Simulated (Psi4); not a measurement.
Psi4 input (wB97X-D/6-31G*):

```
memory 1500 MB

molecule {
0 2
N    -0.00536348    0.01082114    1.24195927
C     0.00924693    1.06740937    0.41510040
C    -0.01291185   -1.06001520    0.43354086
C     0.01130691    0.67035162   -0.98668825
C    -0.00283558   -0.68744301   -0.97491892
H     0.01804177    2.07833538    0.79979338
H    -0.02510476   -2.06408540    0.83569978
H     0.02192854    1.33244179   -1.83739377
H    -0.00615967   -1.36425639   -1.81401885
symmetry c1
no_reorient
no_com
}

set {
  basis 6-31G*
  reference uks
  scf_type pk
  dft_radial_points 99
  dft_spherical_points 590
  e_convergence 1e-8
  d_convergence 1e-7
  maxiter 150
}

e = energy('wb97x-d')
print_out(f'\nFINAL {e:.10f} DIPOLE {variable("CURRENT DIPOLE")[0]:.6f} {variable("CURRENT DIPOLE")[1]:.6f} {variable("CURRENT DIPOLE")[2]:.6f}\n')
```

Output:

```
   => Loading Basis Set <=

    Name: 6-31G*
    Role: ORBITAL
    Keyword: BASIS
    atoms 1   entry N          line   128 file 6-31gs.gbs
    atoms 2-5 entry C          line   111 file 6-31gs.gbs
    atoms 6-9 entry H          line    44 file 6-31gs.gbs

   => WB97X-D: Empirical Dispersion <=

    Chai and Head-Gordon Dispersion Correction
    Chai, J.-D.; Head-Gordon, M. (2010), J. Chem. Phys., 132: 6615-6620

        s6 =       1.000000

         ---------------------------------------------------------
                                   SCF
               by Justin Turney, Rob Parrish, Andy Simmonett
                          and Daniel G. A. Smith
                              UKS Reference
         ---------------------------------------------------------

  ==> Geometry <==

    Molecular point group: c1
    Full point group: C1

    Geometry (in Angstrom), charge = 0, multiplicity = 2:

       Center              X                  Y                   Z               Mass
    ------------   -----------------  -----------------  -----------------  -----------------
         N           -0.005363480000     0.010821140000     1.241959270000    14.003074004430
         C            0.009246930000     1.067409370000     0.415100400000    12.000000000000
         C           -0.012911850000    -1.060015200000     0.433540860000    12.000000000000
         C            0.011306910000     0.670351620000    -0.986688250000    12.000000000000
         C           -0.002835580000    -0.687443010000    -0.974918920000    12.000000000000
         H            0.018041770000     2.078335380000     0.799793380000     1.007825032230
         H           -0.025104760000    -2.064085400000     0.835699780000     1.007825032230
         H            0.021928540000     1.332441790000    -1.837393770000     1.007825032230
         H           -0.006159670000    -1.364256390000    -1.814018850000     1.007825032230

  Running in c1 symmetry.

  Rotational constants: A =      0.33356  B =      0.29534  C =      0.15664 [cm^-1]
  Rotational constants: A =   9999.97386  B =   8853.92734  C =   4696.05951 [MHz]
  Nuclear repulsion =  151.187326011715498

  Charge       = 0
  Multiplicity = 2
  Electrons    = 35
  Nalpha       = 18
  Nbeta        = 17

  ==> Algorithm <==

  SCF Algorithm Type is PK.
  DIIS enabled.
  MOM disabled.
  Fractional occupation disabled.
  Guess Type is SAD.
  Energy threshold   = 1.00e-08
  Density threshold  = 1.00e-07
  Integral threshold = 1.00e-12

  ==> Primary Basis <==

  Basis Set: 6-31G*
    Blend: 6-31G*
    Number of shells: 38
    Number of basis functions: 83
    Number of Cartesian functions: 83
    Spherical Harmonics?: false
    Max angular momentum: 2

  ==> DFT Potential <==

   => LibXC <=

    Version 7.1.2
    S. Lehtola, C. Steigemann, M. J. T. Oliveira, and M. A. L. Marques,  SoftwareX 7, 1–5 (2018) (10.1016/j.softx.2017.11.002)

   => Composite Functional: WB97X-D <=

    wB97X-D Hyb-GGA Exchange-Correlation Functional

    J.-D. Chai and M. Head-Gordon,  Phys. Chem. Chem. Phys. 10, 6615–6620 (2008) (10.1039/B810189B)

    Deriv               =              1
    GGA                 =           TRUE
    Meta                =          FALSE

    Exchange Hybrid     =           TRUE
    MP2 Hybrid          =          FALSE

   => Exchange-Correlation Functionals <=

    1.0000   wB97X-D range-separated functional

   => Exact (HF) Exchange <=

    0.7780            HF,LR [omega = 0.2000]
    0.2220               HF

   => LibXC Density Thresholds  <==

    XC_HYB_GGA_XC_WB97X_D:  1.00E-14

   => Molecular Quadrature <=

    Radial Scheme          =       TREUTLER
    Pruning Scheme         =           NONE
    Nuclear Scheme         =       TREUTLER

    Blocking Scheme        =         OCTREE
    BS radius alpha        =              1
    Pruning alpha          =              1
    Radial Points          =             99
    Spherical Points       =            590
    Total Points           =         489497
    Total Blocks           =           3486
    Max Points             =            256
    Max Functions          =             83
    Weights Tolerance      =       1.00E-15

  ==> Integral Setup <==

  Using in-core PK algorithm.
   Calculation information:
      Number of atoms:                   9
      Number of AO shells:              38
      Number of primitives:             91
      Number of atomic orbitals:        83
      Number of basis functions:        83

      Integral cutoff                 1.00e-12
      Number of threads:                 1

  Performing in-core PK
  Using 18233523 doubles for integral storage.
  We computed 269244 shell quartets total.
  Whereas there are 274911 unique shell quartets.

  Computing range-separated integrals for PK
  We computed 269244 wK shell quartets total.
  Whereas there are 274911 wK unique shell quartets.

  ==> DiskJK: Disk-Based J/K Matrices <==

    J tasked:                  Yes
    K tasked:                  Yes
    wK tasked:                 Yes
    Omega:               2.000E-01
    Schwarz Cutoff:          1E-12


  Cached 50.0% of DFT collocation blocks in 0.522 [GiB].

  Minimum eigenvalue in the overlap matrix is 1.4097472305E-03.
  Reciprocal condition number of the overlap matrix is 1.8409454537E-04.
    Using symmetric orthogonalization.

  ==> Pre-Iterations <==

  SCF Guess: Superposition of Atomic Densities via on-the-fly atomic UHF (no occupation information).

   -------------------------
    Irrep   Nso     Nmo
   -------------------------
     A         83      83
   -------------------------
    Total      83      83
   -------------------------

  ==> Iterations <==

                        Total Energy        Delta E     RMS |[F,P]|

   @UKS iter SAD:  -208.89563491763434   -2.08896e+02   0.00000e+00
   @UKS iter   1:  -209.30147524655374   -4.05840e-01   6.15580e-03 ADIIS/DIIS
   @UKS iter   2:  -209.35276139381730   -5.12861e-02   5.24009e-03 ADIIS/DIIS
   @UKS iter   3:  -209.43296831212260   -8.02069e-02   8.61708e-04 ADIIS/DIIS
   @UKS iter   4:  -209.43524857351082   -2.28026e-03   3.00466e-04 ADIIS/DIIS
   @UKS iter   5:  -209.43570278389902   -4.54210e-04   8.90067e-05 DIIS
   @UKS iter   6:  -209.43581025182951   -1.07468e-04   4.55459e-05 DIIS
   @UKS iter   7:  -209.43584846956406   -3.82177e-05   2.48697e-05 DIIS
   @UKS iter   8:  -209.43585886649765   -1.03969e-05   4.45069e-06 DIIS
   @UKS iter   9:  -209.43585935212607   -4.85628e-07   1.37245e-06 DIIS
   @UKS iter  10:  -209.43585939707890   -4.49528e-08   2.94530e-07 DIIS
   @UKS iter  11:  -209.43585939870198   -1.62308e-09   6.27046e-08 DIIS
  Energy and wave function converged.

  ==> Post-Iterations <==

   Electrons on quadrature grid:
      Nalpha   =   18.0000001554 ; deviation = 1.554e-07
      Nbeta    =   17.0000001504 ; deviation = 1.504e-07
      Ntotal   =   35.0000003058 ; deviation = 3.058e-07

   @Spin Contamination Metric:   1.858986761E-02
   @S^2 Expected:                7.500000000E-01
   @S^2 Observed:                7.685898676E-01
   @S   Expected:                5.000000000E-01
   @S   Observed:                5.000000000E-01

    Orbital Energies [Eh]
    ---------------------

    Alpha Occupied:

       1A    -14.432554     2A    -10.352235     3A    -10.352210
       4A    -10.310763     5A    -10.310017     6A     -1.063087
       7A     -0.869281     8A     -0.822782     9A     -0.663508
      10A     -0.658697    11A     -0.612337    12A     -0.502605
      13A     -0.502468    14A     -0.489470    15A     -0.475423
      16A     -0.349520    17A     -0.330283    18A     -0.319170

    Alpha Virtual:

      19A      0.117652    20A      0.124122    21A      0.195074
      22A      0.238021    23A      0.243506    24A      0.250122
      25A      0.299910    26A      0.328021    27A      0.362176
      28A      0.443785    29A      0.555908    30A      0.607161
      31A      0.611971    32A      0.633520    33A      0.664409
      34A      0.683343    35A      0.684669    36A      0.707266
      37A      0.749764    38A      0.755951    39A      0.760542
      40A      0.891111    41A      0.893378    42A      0.915158
      43A      0.923183    44A      0.935982    45A      0.988036
      46A      1.006025    47A      1.039716    48A      1.063058
      49A      1.207581    50A      1.216002    51A      1.357721
      52A      1.401968    53A      1.437840    54A      1.461286
      55A      1.550456    56A      1.573073    57A      1.612291
      58A      1.634128    59A      1.736816    60A      1.866228
      61A      2.037904    62A      2.077738    63A      2.106810
      64A      2.150941    65A      2.221740    66A      2.286288
      67A      2.316537    68A      2.338265    69A      2.396839
      70A      2.474528    71A      2.623503    72A      2.645859
      73A      2.675114    74A      2.709426    75A      2.825869
      76A      2.999903    77A      3.027895    78A      3.104577
      79A      4.039317    80A      4.162459    81A      4.189250
      82A      4.390905    83A      4.541770

    Beta Occupied:

       1A    -14.435363     2A    -10.346225     3A    -10.346223
       4A    -10.309920     5A    -10.309159     6A     -1.055423
       7A     -0.866338     8A     -0.798443     9A     -0.656997
      10A     -0.646193    11A     -0.609408    12A     -0.498072
      13A     -0.486592    14A     -0.468013    15A     -0.465245
      16A     -0.351153    17A     -0.328212

    Beta Virtual:

      18A     -0.060857    19A      0.150694    20A      0.156187
      21A      0.199053    22A      0.244020    23A      0.248519
      24A      0.254430    25A      0.305018    26A      0.333424
      27A      0.368173    28A      0.449029    29A      0.564127
      30A      0.612494    31A      0.629715    32A      0.636922
      33A      0.687732    34A      0.693569    35A      0.697560
      36A      0.715140    37A      0.756253    38A      0.762132
      39A      0.766878    40A      0.896504    41A      0.899032
      42A      0.915702    43A      0.916212    44A      0.938221
      45A      0.993249    46A      1.011530    47A      1.043949
      48A      1.064193    49A      1.210331    50A      1.216744
      51A      1.363255    52A      1.423482    53A      1.458234
      54A      1.474014    55A      1.549154    56A      1.577036
      57A      1.621093    58A      1.660988    59A      1.739873
      60A      1.892401    61A      2.040207    62A      2.086931
      63A      2.110613    64A      2.156450    65A      2.246704
      66A      2.300215    67A      2.329432    68A      2.371981
      69A      2.407895    70A      2.488770    71A      2.640657
      72A      2.652139    73A      2.691776    74A      2.719749
      75A      2.828946    76A      3.004105    77A      3.031401
      78A      3.108495    79A      4.035923    80A      4.176934
      81A      4.209806    82A      4.407273    83A      4.553412

    Final Occupation by Irrep:
              A
    DOCC [    17 ]
    SOCC [     1 ]
    NA   [    18 ]
    NB   [    17 ]

  @UKS Final Energy:  -209.43585939870198

   => Energetics <=

    Nuclear Repulsion Energy =            151.1873260117154985
    One-Electron Energy =                -580.8275277680820636
    Two-Electron Energy =                 240.8619262103501342
    DFT Exchange-Correlation Energy =     -20.6553863178471104
    Empirical Dispersion Energy =          -0.0021975348384769
    VV10 Nonlocal Energy =                  0.0000000000000000
    Total Energy =                       -209.4358593987019788

  UHF NO Occupations:
  HONO-2 :   16  A 1.9996339
  HONO-1 :   17  A 1.9917656
  HONO-0 :   18  A 1.0000000
  LUNO+0 :   19  A 0.0082344
  LUNO+1 :   20  A 0.0003661
  LUNO+2 :   21  A 0.0003503
  LUNO+3 :   22  A 0.0001126

Computation Completed

Properties will be evaluated at   0.000000,   0.000000,   0.000000 [a0]

Properties computed using the SCF density matrix

 Multipole Moments:

 ------------------------------------------------------------------------------------
     Multipole            Electronic (a.u.)      Nuclear  (a.u.)        Total (a.u.)
 ------------------------------------------------------------------------------------

 L = 1.  Multiply by 2.5417464519 to convert [e a0] to [Debye]
 Dipole X            :          0.0035406           -0.0000000            0.0035406
 Dipole Y            :         -0.0071434            0.0000001           -0.0071434
 Dipole Z            :         -0.8198543           -0.0000001           -0.8198543
 Magnitude           :                                                    0.8198931

 ------------------------------------------------------------------------------------

FINAL -209.4358593987 DIPOLE 0.003541 -0.007143 -0.819854

*** Psi4 exiting successfully. Buy a developer a beer!
```
